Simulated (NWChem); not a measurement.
# CH4O (methanol): levels of theory compared

We compute a comparison of 5 runs (r2SCAN/aug-cc-pVDZ, r2SCAN/cc-pVTZ, r2SCAN/cc-pVDZ, r2SCAN/jun-cc-pV(D+d)Z, r2SCAN/jun-cc-pV(T+d)Z) of CH4O (methanol). 

Program for the calculation: NWChem 7.3.0.

**1. The system as given**

CH4O has 6 atoms, charge 0, and is taken as a singlet. SMILES: `CO`. The shape is that of a PBE0-D4/def2-TZVP optimisation.

Bond lengths: C1–O2 1.409 Å, C1–H3 1.090 Å, C1–H4 1.097 Å, C1–H5 1.097 Å, O2–H6 0.959 Å. Angles: C1–O2–H6 108.5°, O2–C1–H3 107.0°, O2–C1–H4 112.4°, O2–C1–H5 112.4°, H3–C1–H4 108.1°, H3–C1–H5 108.1°, H4–C1–H5 108.6°.

**2. Energy and forces at r2SCAN/aug-cc-pVDZ (run 1)**

Contents of geom.nw:

```
start geom
title "CH4O gradient"
memory 2200 mb
charge 0
geometry noautosym nocenter noautoz
   C    -0.088400   -0.207400   -0.275700
   O    -0.165000    0.316500    1.030100
   H    -0.864700   -0.968400   -0.360900
   H     0.878800   -0.683600   -0.479200
   H    -0.272700    0.554400   -1.043400
   H     0.512100    0.988500    1.129100
end
basis spherical bse
   * library aug-cc-pVDZ
end
dft
   xc r2scan
   grid fine
   convergence energy 1e-08
   maxiter 100
   mulliken
   print low
end
task dft gradient
```

On the command line:

```sh
$ nwchem geom.nw > geom.out
```

Log:

```text
[...]
 d= 0,ls=0.0,diis     1   -115.6329857517 -1.56D+02  1.16D-02  3.67D-01     1.9
[...]
 d= 0,ls=0.0,diis     8   -115.6714134706 -6.26D-10  1.87D-06  7.63D-08    12.4
         Total DFT energy =     -115.671413470587
      One electron energy =     -237.132105270873
           Coulomb energy =       96.439755222373
    Exchange-Corr. energy =      -15.437068959120
 Nuclear repulsion energy =       40.458005537033
[...]
      Total Density - Mulliken Population Analysis
     ---------------------------------------------
    Atom       Charge   Shell Charges
 -----------   ------   -------------------------------------------------------
    1 C    6     5.05   2.02  0.67  0.19  0.02  2.06  0.10 -0.04  0.09 -0.06
    2 O    8     8.46   2.01  0.84  0.92  0.09  2.85  1.61  0.10  0.01  0.02
    3 H    1     1.24   0.78  0.45  0.01  0.03 -0.02
    4 H    1     1.18   0.77  0.40  0.00  0.03 -0.03
    5 H    1     1.18   0.77  0.40  0.00  0.03 -0.03
    6 H    1     0.91   0.75  0.06 -0.00  0.08  0.02
[...]
                         DFT ENERGY GRADIENTS
    atom               coordinates                        gradient
                 x          y          z           x          y          z
   1 C      -0.167052  -0.391929  -0.520997   -0.000781   0.001926   0.005801
   2 O      -0.311805   0.598098   1.946607    0.004333  -0.000081  -0.009030
   3 H      -1.634046  -1.830011  -0.682002    0.003331   0.003030  -0.000124
   4 H       1.660691  -1.291817  -0.905557   -0.004193   0.002028   0.000654
   5 H      -0.515328   1.047664  -1.971740    0.000858  -0.003404   0.003133
   6 H       0.967729   1.867994   2.133690   -0.003549  -0.003500  -0.000434
 Task  times  cpu:       18.6s     wall:       18.6s
 Total times  cpu:       18.6s     wall:       18.6s
```

It took 19 s on 1 thread of Intel Xeon 6975P-C (Granite Rapids), shared host; peak memory 0.11 GiB.

**3. Energy and gradient at r2SCAN/cc-pVTZ (run 2)**

Contents of mol.nw:

```
START mol
TITLE "CH4O gradient"
memory 2200 mb
GEOMETRY units angstrom noautosym nocenter noautoz
 C    -0.088400   -0.207400   -0.275700
 O    -0.165000    0.316500    1.030100
 H    -0.864700   -0.968400   -0.360900
 H     0.878800   -0.683600   -0.479200
 H    -0.272700    0.554400   -1.043400
 H     0.512100    0.988500    1.129100
END
BASIS "ao basis" spherical bse
 * library cc-pVTZ
END
DFT
 xc r2scan
 grid fine
 convergence energy 1e-08
 maxiter 100
 mulliken
 print low
END
TASK dft gradient
```

On the command line:

```sh
$ nwchem mol.nw > mol.out
```

Log:

```text
[...]
 d= 0,ls=0.0,diis     1   -115.6614648451 -1.56D+02  5.56D-03  4.10D-01     2.5
[...]
 d= 0,ls=0.0,diis     8   -115.7003837923 -1.18D-09  1.04D-06  8.55D-08    16.1
         Total DFT energy =     -115.700383792331
      One electron energy =     -237.338538353179
           Coulomb energy =       96.638126534078
    Exchange-Corr. energy =      -15.457977510262
 Nuclear repulsion energy =       40.458005537033
[...]
      Total Density - Mulliken Population Analysis
     ---------------------------------------------
    Atom       Charge   Shell Charges
 -----------   ------   -------------------------------------------------------
    1 C    6     5.99   1.97  0.18  0.79  0.27  0.85  1.43  0.44  0.02  0.04  0.01
    2 O    8     8.35   1.95  0.25  0.99  0.58  1.29  2.10  1.17  0.00  0.02  0.00
    3 H    1     0.93   0.28  0.51  0.11  0.01  0.02  0.00
    4 H    1     0.97   0.28  0.52  0.13  0.01  0.02  0.00
    5 H    1     0.97   0.28  0.52  0.13  0.01  0.02  0.00
    6 H    1     0.79   0.26  0.39  0.05  0.02  0.06  0.01
[...]
                         DFT ENERGY GRADIENTS
    atom               coordinates                        gradient
                 x          y          z           x          y          z
   1 C      -0.167052  -0.391929  -0.520997   -0.000843   0.001386   0.004744
   2 O      -0.311805   0.598098   1.946607    0.002415  -0.000596  -0.006265
   3 H      -1.634046  -1.830011  -0.682002   -0.000268  -0.000314  -0.000117
   4 H       1.660691  -1.291817  -0.905557    0.000035   0.000174   0.000490
   5 H      -0.515328   1.047664  -1.971740   -0.000040   0.000254   0.000457
   6 H       0.967729   1.867994   2.133690   -0.001299  -0.000904   0.000691
 Task  times  cpu:       25.0s     wall:       25.0s
 Total times  cpu:       25.1s     wall:       25.1s
```

It took 26 s on 1 thread of Intel Xeon 6975P-C (Granite Rapids), shared host; peak memory 0.12 GiB.

Runs 3 to 4 aren't shown in full; the table further down has their settings and results.

**4. Energy and gradient at r2SCAN/jun-cc-pV(T+d)Z (run 5)**

Contents of ch4o.xyz:

```xyz
6
CH4O gradient
C     -0.088400    -0.207400    -0.275700
O     -0.165000     0.316500     1.030100
H     -0.864700    -0.968400    -0.360900
H      0.878800    -0.683600    -0.479200
H     -0.272700     0.554400    -1.043400
H      0.512100     0.988500     1.129100
```

Contents of ch4o.nw:

```
start ch4o
title "CH4O gradient"
memory total 2200 mb
geometry units angstroms noautosym nocenter noautoz
 load ch4o.xyz
end
basis spherical bse
 C library "jun-cc-pV(T+d)Z"
 O library "jun-cc-pV(T+d)Z"
 H library "jun-cc-pV(T+d)Z"
end
dft
 xc r2scan
 mult 1
 grid fine
 convergence energy 1e-08
 maxiter 100
 mulliken
 noprint "final vectors analysis"
end
task dft gradient
```

On the command line:

```sh
$ nwchem ch4o.nw > ch4o.out
```

Log:

```text
[...]
          Wavefunction type:  closed shell.
          No. of atoms     :     6
          No. of electrons :    18
[...]
          Charge           :     0
          Spin multiplicity:     1
[...]
          AO basis - number of functions:   134
[...]
              XC Information
              --------------
                      r^2SCAN Method XC Functional
               r^2SCAN metaGGA Exchange Functional  1.000
                     r^2SCAN Correlation Potential  1.000
[...]
 d= 0,ls=0.0,diis     1   -115.6640487209 -1.56D+02  5.13D-03  4.13D-01     3.2
[...]
 d= 0,ls=0.0,diis     8   -115.7038026333 -1.02D-10  9.82D-07  1.33D-07    23.3
         Total DFT energy =     -115.703802633251
      One electron energy =     -237.255471621796
           Coulomb energy =       96.540173757675
    Exchange-Corr. energy =      -15.446510306162
 Nuclear repulsion energy =       40.458005537033
[...]
      Total Density - Mulliken Population Analysis
     ---------------------------------------------
    Atom       Charge   Shell Charges
 -----------   ------   -------------------------------------------------------
    1 C    6     6.17   1.97  0.18  0.79  0.30  0.01  0.84  1.46  0.47  0.01  0.02  0.08  0.03  0.01
    2 O    8     8.35   1.95  0.25  0.99  0.62  0.03  1.29  2.11  1.05  0.04  0.00  0.02 -0.01  0.00
    3 H    1     0.89   0.28  0.49  0.09  0.01  0.02  0.00
    4 H    1     0.89   0.28  0.48  0.09  0.01  0.02  0.00
    5 H    1     0.89   0.28  0.48  0.09  0.01  0.02  0.00
    6 H    1     0.82   0.26  0.43  0.04  0.02  0.05  0.01
[...]
  wavefunction    = closed shell
                         DFT ENERGY GRADIENTS
    atom               coordinates                        gradient
                 x          y          z           x          y          z
   1 C      -0.167052  -0.391929  -0.520997   -0.000307   0.003113   0.007442
   2 O      -0.311805   0.598098   1.946607    0.001768  -0.001306  -0.006503
   3 H      -1.634046  -1.830011  -0.682002   -0.000321  -0.000448  -0.000305
   4 H       1.660691  -1.291817  -0.905557    0.000164  -0.000150  -0.000220
   5 H      -0.515328   1.047664  -1.971740   -0.000019   0.000046  -0.000306
   6 H       0.967729   1.867994   2.133690   -0.001286  -0.001255  -0.000108
[...]
```

It took 38 s on 1 thread of Intel Xeon 6975P-C (Granite Rapids), shared host; peak memory 0.12 GiB.

**5. Overview of the runs**

| run | level | energy (Eh) | largest force (eV/Å) | wall time |
| --- | --- | --- | --- | --- |
| 1 | r2SCAN/aug-cc-pVDZ | -115.671413 | 0.515 | 19 s |
| 2 | r2SCAN/cc-pVTZ | -115.700384 | 0.347 | 26 s |
| 3 | r2SCAN/cc-pVDZ | -115.655102 | 0.613 | 8.4 s |
| 4 | r2SCAN/jun-cc-pV(D+d)Z | -115.666101 | 0.534 | 7.8 s |
| 5 | r2SCAN/jun-cc-pV(T+d)Z | -115.703803 | 0.415 | 38 s |

**6. Summary of results**

```
                       quantity          value
            run 5: total energy  -115.70380 Eh
           run 5: dipole moment         1.60 D
run 5: largest force on an atom     0.415 eV/Å
```

**Reading.** Over runs 3, 4, 5 the dipole moment (its size) runs from 1.54 D (r2SCAN/cc-pVDZ) to 1.77 D (r2SCAN/jun-cc-pV(D+d)Z). All runs together took 99 s, the longest 38 s.
